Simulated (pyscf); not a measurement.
Thermochemistry of product channels of H₂N–SiH₂–Cl + hydrogen fluoride (HF) on the singlet surface, in kJ/mol, from ωB97M-D3(BJ)/def2-TZVP energies (ideal gas, 1 atm, RRHO with modes under 100 cm⁻¹ raised to 100, one conformer, R ln 2 for chiral ones without a mode under 150 cm⁻¹). Structures and frequencies: ωB97X-D3(BJ)/def2-SVP in PySCF.

```
products                                  ΔE  ΔH(298 K)  ΔG(600 K)  ΔG(1200 K)
------------------------------------  ------  ---------  ---------  ----------
H₂N–SiH₂–F + hydrogen chloride (HCl)   -46.5      -50.6      -50.9       -50.2
ammonia (NH₃) + F–SiH₂–Cl              -77.8      -74.2      -76.3       -72.7
H₂N–SiH(F)–Cl + hydrogen (H₂)         -133.9     -144.6     -133.9      -127.8
```

These are energies of the channels, which say nothing of barriers.
